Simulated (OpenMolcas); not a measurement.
# [SiH3]+ (SMILES [SiH3+]): a chain of runs

Aim: a single-point energy (HF/6-31G), then the energy (CASSCF(2,2)/6-31G), then a single-point energy (CASPT2(2,2)/6-31G), then the energy (SC-NEVPT2(2,2)/6-31G), then the energy (MRCI(2,2)/6-31G) of [SiH3]+. 

The calculation is run with OpenMolcas 26.06.

1 further run of the same task is left out (set aside as unsound or not needed).

## 1. Starting point

The species is [SiH3]+ (4 atoms), meant as a singlet with charge +1. As SMILES, `[SiH3+]`. The shape is that of a PBE0-D4/def2-TZVP optimisation.

Bond lengths: Si1–H2 1.472 Å, Si1–H3 1.472 Å, Si1–H4 1.472 Å. Angles: H2–Si1–H3 120.0°, H2–Si1–H4 120.0°, H3–Si1–H4 120.0°.

## 2. A single-point energy at HF/6-31G (run 1)

The input, step1.inp:

```
>>> EXPORT MOLCAS_PRINT=2

&GATEWAY
  BasLib = $CurrDir
  Coord
  4
  angstrom
  Si       0.000000       0.000000       0.000000
  H        0.686900       0.675400       1.113000
  H       -0.118400      -1.467200      -0.009900
  H       -0.568500       0.791700      -1.103100
  Basis = 6-31G
  Group = NoSym

&SEWARD

&SCF
  Charge = 1
  PrOrbitals = 1 1
```

The basis set 6-31G is read from a file made from the Basis Set Exchange's data (not shown).

Run with:

```console
export MOLCAS_MEM=1860
pymolcas step1.inp > step1.log
```

Output:

```text
--- Start Module: gateway ---
[...]
--- Stop Module: gateway /rc=_RC_ALL_IS_WELL_ ---
--- Start Module: seward ---
[...]
      Basis functions           19
--- Stop Module: seward /rc=_RC_ALL_IS_WELL_ ---
--- Start Module: scf ---
[...]
       Convergence after   9 Iterations
[...]
::    Total SCF energy                               -290.2864961989
[...]
      Total spin, S                                     0.0000000000
[...]
      Total electronic charge=   16.000000
      Total            charge=    1.000000
[...]
      Dipole Moment (debye):
      Origin of the operator (angstrom)=   -0.0000   -0.0000   -0.0000
                   X= -4.2993E-06               Y=  1.1252E-04               Z= -1.0940E-05           Total=  1.1313E-04
      Center of Charge (angstrom)
[...]
--- Stop Module: scf /rc=_RC_ALL_IS_WELL_ ---
[...]
```

Wall time 1.7 s (1 thread of Arm Neoverse V1, shared host); peak memory 0.37 GiB.

## 3. A single-point energy at CASSCF(2,2)/6-31G (run 2)

The input, step2.inp:

```
&GATEWAY
  BasLib=$CurrDir
  Coord
  4
  angstrom
  Si       0.000000       0.000000       0.000000
  H        0.686900       0.675400       1.113000
  H       -0.118400      -1.467200      -0.009900
  H       -0.568500       0.791700      -1.103100
  Basis=6-31G
  Group=NoSym

&SEWARD

&RASSCF
  FileOrb=$CurrDir/step1.ScfOrb
  Spin=1
  Nactel=2 0 0
  Inactive=7
  Ras2=2
  OrbListing=Nothing
```

The basis set 6-31G is read from a file made from the Basis Set Exchange's data (not shown).

Run with:

```console
export MOLCAS_MEM=1860
pymolcas step2.inp > step2.log
```

Output:

```text
--- Start Module: gateway ---
[...]
--- Stop Module: gateway /rc=_RC_ALL_IS_WELL_ ---
--- Start Module: seward ---
[...]
      Basis functions           19
--- Stop Module: seward /rc=_RC_ALL_IS_WELL_ ---
--- Start Module: rasscf ---
[...]
      Number of active orbitals                  2
[...]
      Spin quantum number                      0.0
[...]
      Active orbitals                            2
[...]
      Number of CSFs                             3
[...]
      Number of root(s) required                 1
[...]
      Convergence after 68 iterations
[...]
      printout of CI-coefficients larger than  0.05 for root  1
      energy=    -290.291047
      conf/sym  11     Coeff  Weight
             1  20   0.99784 0.99569
             3  02  -0.06568 0.00431
      Natural orbitals and occupation numbers for root  1
      sym 1:   1.991372   0.008628
      ************************************************************************************************************************
      *                                                    Final results                                                     *
[...]
::    RASSCF root number  1 Total energy:   -290.29104693
[...]
      Total electronic charge=   16.000000
      Total            charge=    1.000000
[...]
      Dipole Moment (debye):
      Origin of the operator (angstrom)=   -0.0000   -0.0000   -0.0000
                   X= -1.6685E-06               Y=  1.1701E-04               Z= -1.1586E-05           Total=  1.1759E-04
      Center of Charge (angstrom)
[...]
--- Stop Module: rasscf /rc=_RC_ALL_IS_WELL_ ---
[...]
```

Run time: 3 s. Hardware: 1 thread of Arm Neoverse V1, shared host; peak memory 0.37 GiB.

## 4. The energy at CASPT2(2,2)/6-31G (run 3)

The input, step3.inp:

```
* H3Si CASPT2

&GATEWAY
  BasLib=$CurrDir
  Coord
  4
  angstrom
  Si       0.000000       0.000000       0.000000
  H        0.686900       0.675400       1.113000
  H       -0.118400      -1.467200      -0.009900
  H       -0.568500       0.791700      -1.103100
  Basis=6-31G
  Group=NoSym

&SEWARD

&RASSCF
  FileOrb=$CurrDir/step2.RasOrb
  Spin=1
  Nactel=2 0 0
  Inactive=7
  Ras2=2
  OrbListing=Nothing

&CASPT2
  Imaginary=0.1
  Frozen=5
```

The basis set 6-31G is read from a file made from the Basis Set Exchange's data (not shown).

Run with:

```console
export MOLCAS_MEM=1860
pymolcas step3.inp > step3.log
```

Output:

```text
--- Start Module: gateway ---
[...]
--- Stop Module: gateway /rc=_RC_ALL_IS_WELL_ ---
[...]
      Basis functions           19
[...]
--- Start Module: rasscf ---
[...]
      Number of active orbitals                  2
[...]
      Spin quantum number                      0.0
[...]
      Active orbitals                            2
[...]
      Number of CSFs                             3
[...]
      Number of root(s) required                 1
[...]
      Convergence after  4 iterations
[...]
      printout of CI-coefficients larger than  0.05 for root  1
      energy=    -290.291047
      conf/sym  11     Coeff  Weight
             1  20   0.99784 0.99569
             3  02  -0.06568 0.00431
      Natural orbitals and occupation numbers for root  1
      sym 1:   1.991372   0.008628
      ************************************************************************************************************************
      *                                                    Final results                                                     *
[...]
::    RASSCF root number  1 Total energy:   -290.29104693
[...]
      Total electronic charge=   16.000000
      Total            charge=    1.000000
[...]
      Dipole Moment (debye):
      Origin of the operator (angstrom)=   -0.0000   -0.0000   -0.0000
                   X= -3.6160E-06               Y=  1.1285E-04               Z= -1.1723E-05           Total=  1.1351E-04
      Center of Charge (angstrom)
[...]
--- Stop Module: rasscf /rc=_RC_ALL_IS_WELL_ ---
--- Start Module: caspt2 ---
[...]
      E2 (Variational):          -0.0429676163
      Total energy:            -290.3340145470
[...]
      Reference weight:           0.97976
[...]
::    CASPT2 Root  1     Total energy:   -290.33401455
[...]
--- Stop Module: caspt2 /rc=_RC_ALL_IS_WELL_ ---
[...]
```

Run time: 1.8 s. Hardware: 1 thread of Arm Neoverse V1, shared host; peak memory 0.37 GiB.

## 5. The energy at SC-NEVPT2(2,2)/6-31G (run 4)

The input, step4.inp:

```
>>> EXPORT MOLCAS_PRINT=2

&GATEWAY
  BasLib=$CurrDir
  Coord
  4
  angstrom
  Si       0.000000       0.000000       0.000000
  H        0.686900       0.675400       1.113000
  H       -0.118400      -1.467200      -0.009900
  H       -0.568500       0.791700      -1.103100
  Basis=6-31G
  Group=NoSym

&SEWARD

&RASSCF
  FileOrb=$CurrDir/step2.RasOrb
  Spin=1
  Nactel=2 0 0
  Inactive=7
  Ras2=2
  OrbListing=Nothing

&CASPT2
  SC-NEVPT2
  Frozen=5
```

The basis set 6-31G is read from a file made from the Basis Set Exchange's data (not shown).

Run with:

```console
export MOLCAS_MEM=1860
pymolcas step4.inp > step4.log
```

Output:

```text
--- Start Module: gateway ---
[...]
--- Stop Module: gateway /rc=_RC_ALL_IS_WELL_ ---
[...]
      Basis functions           19
[...]
--- Start Module: rasscf ---
[...]
      Number of active orbitals                  2
[...]
      Spin quantum number                      0.0
[...]
      Active orbitals                            2
[...]
      Number of CSFs                             3
[...]
      Number of root(s) required                 1
[...]
      Convergence after  4 iterations
[...]
      printout of CI-coefficients larger than  0.05 for root  1
      energy=    -290.291047
      conf/sym  11     Coeff  Weight
             1  20   0.99784 0.99569
             3  02  -0.06568 0.00431
      Natural orbitals and occupation numbers for root  1
      sym 1:   1.991372   0.008628
      ************************************************************************************************************************
      *                                                    Final results                                                     *
[...]
::    RASSCF root number  1 Total energy:   -290.29104693
[...]
      Total electronic charge=   16.000000
      Total            charge=    1.000000
[...]
      Dipole Moment (debye):
      Origin of the operator (angstrom)=   -0.0000   -0.0000   -0.0000
                   X= -3.6160E-06               Y=  1.1285E-04               Z= -1.1723E-05           Total=  1.1351E-04
      Center of Charge (angstrom)
[...]
--- Stop Module: rasscf /rc=_RC_ALL_IS_WELL_ ---
--- Start Module: caspt2 ---
[...]
      E2 (Variational):          -0.0425406353
[...]
      E2 (Variational):          -0.0425406473
      Total energy:            -290.3335875781
[...]
      Reference weight:           0.98000
[...]
::    SC-NEVPT2 Root  1     Total energy:   -290.33358758
[...]
--- Stop Module: caspt2 /rc=_RC_ALL_IS_WELL_ ---
[...]
```

Wall time 1.7 s (1 thread of Arm Neoverse V1, shared host); peak memory 0.37 GiB.

## 6. A single-point energy at MRCI(2,2)/6-31G (run 5)

The input, step5.input:

```
>>> EXPORT MOLCAS_PRINT=2

&gateway
 baslib=$CurrDir
 coord
 4
 angstrom
 Si       0.000000       0.000000       0.000000
 H        0.686900       0.675400       1.113000
 H       -0.118400      -1.467200      -0.009900
 H       -0.568500       0.791700      -1.103100
 basis=6-31G
 group=NoSym

&seward

&rasscf
 fileorb=$CurrDir/step2.RasOrb
 spin=1
 nactel=2 0 0
 inactive=7
 ras2=2
 orblisting=Nothing

&motra
 lumorb
 frozen=5

&guga
 electrons=6
 spin=1
 inactive=2
 active=2
 ciall=1

&mrci
 sdci
```

The basis set 6-31G is read from a file made from the Basis Set Exchange's data (not shown).

Run with:

```console
export MOLCAS_MEM=1860
pymolcas step5.input > step5.log
```

Output:

```text
--- Start Module: gateway ---
[...]
--- Stop Module: gateway /rc=_RC_ALL_IS_WELL_ ---
[...]
      Basis functions           19
[...]
      Number of active orbitals                  2
[...]
      Spin quantum number                      0.0
[...]
      Active orbitals                            2
[...]
      Number of CSFs                             3
[...]
      Number of root(s) required                 1
[...]
      Convergence after  4 iterations
[...]
      printout of CI-coefficients larger than  0.05 for root  1
      energy=    -290.291047
      conf/sym  11     Coeff  Weight
             1  20   0.99784 0.99569
             3  02  -0.06568 0.00431
      Natural orbitals and occupation numbers for root  1
      sym 1:   1.991372   0.008628
      ************************************************************************************************************************
      *                                                    Final results                                                     *
[...]
::    RASSCF root number  1 Total energy:   -290.29104693
[...]
      Dipole Moment (debye):
      Origin of the operator (angstrom)=   -0.0000   -0.0000   -0.0000
                   X= -3.6160E-06               Y=  1.1285E-04               Z= -1.1723E-05           Total=  1.1351E-04
      Center of Charge (angstrom)
[...]
--- Start Module: guga ---
[...]
--- Stop Module: guga /rc=_RC_ALL_IS_WELL_ ---
[...]
       (But an ACPF correction will be computed)
       USE THE DEFAULT ACPF G-VALUE GFAC=  0.33333333333333331
[...]
                      CI ENERGY:  -290.35054085
[...]
                ACPF CORRECTION:    -0.00165166
[...]
      Total electronic charge=   16.000000
      Total            charge=    1.000000
[...]
     ACPF CORRECTION:     -0.00165166
[...]
  CI State   1     Total energy:   -290.35054085     QDav:     -0.00251236     QACPF:     -0.00165166
[...]
```

Wall time 1.8 s (1 thread of Arm Neoverse V1, shared host); peak memory 0.37 GiB.

## 7. Results

| quantity | value |
| --- | --- |
| run 1, HF/6-31G: total energy | -290.28650 Eh |
| run 1, HF/6-31G: HOMO energy | -20.98 eV |
| run 1, HF/6-31G: LUMO energy | -6.87 eV |
| run 1, HF/6-31G: HOMO–LUMO gap | 14.11 eV |
| run 2, CASSCF(2,2)/6-31G: total energy | -290.29105 Eh |
| run 3, CASPT2(2,2)/6-31G: total energy | -290.33401 Eh |
| run 4, SC-NEVPT2(2,2)/6-31G: total energy | -290.33359 Eh |
| run 5, MRCI(2,2)/6-31G: total energy | -290.35054 Eh |

**Reading.** Mulliken charges (run 1, HF/6-31G) run from -0.04 on H2 to +1.11 on Si1. Mulliken charges (run 2, CASSCF(2,2)/6-31G) run from -0.03 on H2 to +1.10 on Si1; they depend strongly on the basis. Mulliken charges (run 3, CASPT2(2,2)/6-31G) of the CASSCF density run from -0.03 on H2 to +1.10 on Si1. Mulliken charges (run 4, SC-NEVPT2(2,2)/6-31G) of the CASSCF density run from -0.03 on H2 to +1.10 on Si1; they depend strongly on the basis.
